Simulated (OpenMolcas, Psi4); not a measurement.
# How methods differ on [BF2]+ (SMILES F[B+]F)

[BF2]+ has 3 atoms, charge +1, and is taken as a singlet. SMILES: `F[B+]F`. Geometry: relaxed at PBE0-D4/def2-TZVP.

```xyz
3

F     0.3297    1.1405    0.3077
B     0.0000    0.0000    0.0000
F    -0.3297   -1.1405   -0.3077
```

Each level gives the HOMO–LUMO gap (eV). The values are calculated.

```csv
level,kind,program,value (eV),CPU time
SVWN5/cc-pVTZ,LDA,Psi4,11.13,11 s
TPSS/cc-pVTZ,meta-GGA,OpenMolcas,11.46,30 s
B3LYP/cc-pVTZ,global hybrid,OpenMolcas,13.58,22 s
BHLYP/cc-pVTZ,global hybrid,Psi4,17.33,28 s
HSE06/cc-pVTZ,range-separated hybrid,Psi4,13.53,25 s
wB97X-V/cc-pVTZ,range-separated hybrid,Psi4,19.14,42 s
wB97X/cc-pVTZ,range-separated hybrid,Psi4,19.21,40 s
B2PLYP/cc-pVTZ,double hybrid,OpenMolcas,17.67,19 s
```

The values span 11.13 to 19.21 eV. Orbital gaps aren't excitation energies, and those of double hybrids come from the SCF part alone; they tend to grow with the share of exact exchange. CPU times are rough (shared hosts, several kinds of processor): they show what a rung costs within a factor of a few.
